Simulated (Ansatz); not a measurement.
Relaxation of CH$_{2}$O$_{2}$S (6 atoms, charge 0, multiplicity 1), to a largest force component of 0.03 eV/Å in at most 50 steps.

Theory: RKS PBE/def2-TZVP in Ansatz 0.2.0.

```xyz
6
Properties=species:S:1:pos:R:3:forces:R:3
H 0.849 -0.776 -1.277 0.08 0.16 -0.05
O 0.193 -0.867 -0.562 -0.11 -0.06 0.15
C 0.065 0.338 0.049 0.05 0.10 -0.10
O -0.820 0.256 1.049 0.01 -0.05 0.02
S 0.851 1.716 -0.358 0.03 -0.11 -0.05
H -1.138 -0.668 1.098 -0.05 -0.04 0.03
```

Task: Where does it end, and by what steps?

Result: It converged. After 4 steps the energy has fallen by 0.005 eV; H1 moved furthest, 0.04 Å.

```json
{"step": "0", "energy less start (eV)": "0.0000", "largest force component (eV/Å)": "0.163", "accepted": "yes"}
{"step": "1", "energy less start (eV)": "-0.0026", "largest force component (eV/Å)": "0.109", "accepted": "yes"}
{"step": "2", "energy less start (eV)": "-0.0047", "largest force component (eV/Å)": "0.074", "accepted": "yes"}
{"step": "3", "energy less start (eV)": "-0.0048", "largest force component (eV/Å)": "0.095", "accepted": "yes"}
{"step": "4", "energy less start (eV)": "-0.0051", "largest force component (eV/Å)": "0.020", "accepted": "yes"}
```

```xyz
6
Properties=species:S:1:pos:R:3
H 0.851 -0.739 -1.273
O 0.198 -0.873 -0.558
C 0.062 0.331 0.050
O -0.818 0.252 1.054
S 0.859 1.696 -0.377
H -1.153 -0.668 1.104
```

Whether the end is a true minimum wasn't checked by a vibrational analysis.

Time of the run: 9.5 s on 4 threads of Arm Neoverse N1, on a shared host, peak memory 0.23 GiB.
